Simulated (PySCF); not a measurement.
Compound: C₃H₅NO.
InChI=1S/C3H5NO/c1-5-3-2-4-3/h2-3H,1H3/t3-/m1/s1

The calculation used EOM-IP-CCSD/aug-cc-pVDZ in PySCF, restricted Hartree–Fock reference, 5 core orbitals frozen, non-relativistic, gas phase, PBE0-D3(BJ)/def2-SVP geometry.

Hartree–Fock orbital energies give these Koopmans values (eV): HOMO 10.79, HOMO-1 12.05, HOMO-2 12.40, HOMO-3 14.09, HOMO-4 14.94, HOMO-5 16.30, HOMO-6 17.38, HOMO-7 18.77.

Q: What vertical ionisation energies does EOM-IP-CCSD give?

A: 
```tsv
leading hole (HF orbital)	Koopmans (eV)	EOM-IP-CCSD (eV)	change (eV)	one-hole share
HOMO	10.79	9.72	-1.07	0.95
HOMO-2	12.40	10.77	-1.63	0.95
HOMO-1	12.05	11.73	-0.32	0.96
HOMO-3	14.09	12.83	-1.26	0.95
HOMO-4	14.94	13.80	-1.14	0.95
HOMO-5	16.30	14.79	-1.51	0.94
HOMO-6	17.38	15.78	-1.60	0.94
HOMO-7	18.77	16.89	-1.88	0.92
```

Q: Does the order of the lines follow the orbital energies?

A: No: the HOMO-2 hole (10.77 eV) falls below the HOMO-1 hole (11.73 eV). The corrections run from -1.88 to -0.32 eV, with a mean of -1.30 eV over the 8 lines; no line lies above its Koopmans value.

Q: At what kinetic energies would He II light (40.81 eV) eject these electrons?

A: 31.09 eV (HOMO), 30.04 eV (HOMO-2), 29.08 eV (HOMO-1), 27.98 eV (HOMO-3), 27.01 eV (HOMO-4), 26.02 eV (HOMO-5), 25.03 eV (HOMO-6), 23.92 eV (HOMO-7).

One root was sought for each valence orbital with −ε under 21 eV, eight at most, so deeper holes and satellites are missing; no vibrational structure.

Shape of the structure used: `[CH3:1][O:2][C@@H:3]1[CH:4]=[N:5]1`: C1–O2–C3–C4 143°.

One conformer stands for the species.
